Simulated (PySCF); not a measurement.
One formula, C5H9F, several structures.

PySCF, CAM-B3LYP/def2-SVPD, density fitting, gas phase; each molecule at its own PBE0-D3(BJ)/def2-SVP geometry, one conformer. Singlet excitations by full TDDFT with frozen cores, triplets by Tamm–Dancoff TDDFT and ionisation energies by ΔSCF, from the lowest of the holes tried. 

Torsions of the conformers computed, which needn't be the lowest (atom-mapped SMILES):
- `[CH3:1]/[CH:2]=[CH:3]/[C@@H:4]([CH3:5])[F:6]`: C2–C3–C4–C5 -119°
- `[CH3:1]/[CH:2]=[C:3](\[F:4])[CH2:5][CH3:6]`: C2–C3–C5–C6 120°
- `[CH3:1][C:2]([CH3:3])=[CH:4][CH2:5][F:6]`: C2–C4–C5–F6 131°
- `[CH3:1]/[CH:2]=[C:3](\[CH3:4])[CH2:5][F:6]`: C2–C3–C5–F6 -2°
- `[CH3:1]/[CH:2]=[C:3](/[F:4])[CH2:5][CH3:6]`: C2–C3–C5–C6 119°
- `[CH3:1][CH2:2][C:3]1([F:4])[CH2:5][CH2:6]1`: C1–C2–C3–F4 -60°
- `[CH3:1]/[CH:2]=[C:3](/[CH3:4])[CH2:5][F:6]`: C2–C3–C5–F6 133°
- `[CH3:1]/[CH:2]=[CH:3]\[C@H:4]([CH3:5])[F:6]`: C2–C3–C4–C5 -105°
- `[CH2:1]=[C:2]([CH3:3])[CH2:4][CH2:5][F:6]`: C1–C2–C4–C5 -109°, C2–C4–C5–F6 -68°
- `[CH2:1]=[CH:2][C@H:3]([CH3:4])[CH2:5][F:6]`: C1–C2–C3–C4 -113°, C2–C3–C5–F6 64°

The conformers of `FC1CCCC1` aren't listed.

Reference: `C/C=C/[C@@H](C)F`, with HOMO energy -8.53 eV, LUMO energy 1.28 eV, lowest singlet excitation 7.00 eV, lowest triplet excitation 4.35 eV, mean polarisability 64.9 au and vertical ionisation energy 9.37 eV.

Changes against it:

```csv
molecule,Δ electronic energy (kcal/mol),Δ HOMO energy (eV),Δ LUMO energy (eV),Δ lowest singlet excitation (eV),Δ lowest triplet excitation (eV),Δ mean polarisability (au),Δ vertical ionisation energy (eV)
CC(C)=CCF,+2.2,+0.02,-0.08,-0.16,-0.13,+0.1,-0.06
C/C=C(\C)CF,+2.4,+0.33,-0.01,-0.40,-0.06,-0.3,-0.36
C/C=C(/F)CC,-0.4,+0.31,0.00,-0.32,-0.04,-0.6,-0.28
C/C=C(/C)CF,+2.8,+0.12,-0.10,-0.23,-0.16,-0.2,-0.15
CC(C)=C(C)F,-3.3,+0.62,-0.03,-0.75,-0.09,-0.3,-0.64
C/C=C\[C@H](C)F,+1.3,-0.23,-0.09,+0.09,-0.03,-0.6,+0.24
C=C[C@H](C)CF,+5.5,-0.42,-0.03,+0.40,+0.03,-1.1,+0.48
FC1CCCC1,-15.3,-1.72,-0.01,+1.46,+3.86,-6.8,+1.79
```

Rows whose labels were lost:

| row | Δ electronic energy (kcal/mol) | Δ HOMO energy (eV) | Δ LUMO energy (eV) | Δ lowest singlet excitation (eV) | Δ lowest triplet excitation (eV) | Δ mean polarisability (au) | Δ vertical ionisation energy (eV) |
| --- | --- | --- | --- | --- | --- | --- | --- |
| P | -1.8 | +0.30 | -0.01 | -0.50 | +0.01 | -0.2 | -0.27 |
| Q | +6.0 | -0.82 | +0.09 | +0.76 | +3.24 | -5.2 | +0.84 |
| R | +3.1 | 0.00 | -0.15 | -0.12 | -0.08 | -1.1 | 0.00 |

Q: Which row belongs to which of `C/C=C(\F)CC`, `CCC1(F)CC1` and `C=C(C)CCF`?

A: P = `C/C=C(\F)CC`, Q = `CCC1(F)CC1` and R = `C=C(C)CCF`. P and Q are told apart most clearly by the lowest triplet excitation (+0.01 against +3.24 eV); P and R are told apart most clearly by the electronic energy (-1.8 against +3.1 kcal/mol); Q and R are told apart most clearly by the lowest triplet excitation (+3.24 against -0.08 eV); P comes close to the labelled row of `C/C=C(/F)CC` in every column; R comes close to the labelled row of `C/C=C(/C)CF` in every column.

Q: Which row has the smallest HOMO–LUMO gap and which the largest, and does the HOMO or the LUMO shift more there?

A: Smallest, counted from the reference: `CC(C)=C(C)F`, -0.65 eV (HOMO +0.62, LUMO -0.03), the larger shift being that of the HOMO. Largest: `FC1CCCC1`, +1.71 eV (HOMO -1.72, LUMO -0.01), the larger shift being that of the HOMO.

Q: Fit a straight line for the change of the vertical ionisation energy against that of the lowest singlet excitation over the labelled rows, and test it on P, Q and R.

A: Over the 8 labelled rows the slope is 1.12 eV/eV, the intercept +0.11 eV, r = 1.00 and the standard error 0.055 eV. P: predicted -0.44, computed -0.27 eV; Q: predicted +0.96, computed +0.84 eV; R: predicted -0.02, computed 0.00 eV. The mean miss is 0.11 eV, against 0.41 eV for guessing the labelled rows' mean: the line carries over to these rows.
